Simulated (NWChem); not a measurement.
System: AlF$_{3}$; SMILES [F][Al]([F])[F]

All runs: NWChem. Pople sets run with spherical d functions. STO-3G and 3-21G are far too small for this property and stand as cheap habits. Structure relaxed at the PBE-D3(BJ)/def2-SVP level. Vertical excitations in the gas phase; the lowest state need not have the same character in each row.

Task: Taking PBE/aug-cc-pVDZ, TDA as the yardstick, which of these has the fewest basis functions while keeping “lowest excitation, singlet (eV)” within 0.05 eV of it: PBE/6-31G*, TDA; PBE/6-31+G*, TDA; PBE/def2-SVP, TDA; PBE/3-21G, TDA; PBE/def2-SVPD, TDA?

Result: PBE/6-31+G*, TDA (a larger set in the list lies outside the tolerance).
```tsv
level	basis functions	lowest excitation, singlet (eV)	relative time (rough)
PBE/3-21G, TDA	40	6.33	1
PBE/6-31G*, TDA	60	6.80	3
PBE/def2-SVP, TDA	60	6.93	2
PBE/6-31+G*, TDA	76	7.04	5
PBE/def2-SVPD, TDA	93	7.15	6
PBE/aug-cc-pVDZ, TDA	96	7.01	10
```

The yardstick is one finite set, not the basis-set limit.
